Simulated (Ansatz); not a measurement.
## Ytterbium, fcc: convergence with Gaussian smearing

Computed with Ansatz, r²SCAN, scalar-relativistic PAW, on the relaxed cell (a = 5.219 Å; spin not included). Errors count from a run at 500 eV on a Γ-centred 17×17×17 mesh with Fermi-Dirac smearing of 0.1 eV, extrapolated to zero width. Fixed here: cutoff 500 eV, mesh 10×10×10. The SCF starts from atomic densities corrected by a trained network.

```json
{"width (eV)": "0.01", "E(σ→0) error (meV/atom)": "-10.4", "F error (meV/atom)": "-10.4", "P (GPa)": "-0.28", "SCF iterations": "13"}
{"width (eV)": "0.03", "E(σ→0) error (meV/atom)": "-10.4", "F error (meV/atom)": "-10.8", "P (GPa)": "-0.27", "SCF iterations": "14"}
{"width (eV)": "0.1", "E(σ→0) error (meV/atom)": "-10.7", "F error (meV/atom)": "-13.2", "P (GPa)": "-0.25", "SCF iterations": "13"}
{"width (eV)": "0.2", "E(σ→0) error (meV/atom)": "-6.2", "F error (meV/atom)": "-23.1", "P (GPa)": "-0.14", "SCF iterations": "13"}
{"width (eV)": "0.3", "E(σ→0) error (meV/atom)": "3.0", "F error (meV/atom)": "-48.9", "P (GPa)": "-0.01", "SCF iterations": "13"}
{"width (eV)": "0.6", "E(σ→0) error (meV/atom)": "9.3", "F error (meV/atom)": "-219.1", "P (GPa)": "0.13", "SCF iterations": "12"}
{"width (eV)": "1.0", "E(σ→0) error (meV/atom)": "-22.4", "F error (meV/atom)": "-608.8", "P (GPa)": "0.10", "SCF iterations": "14"}
```
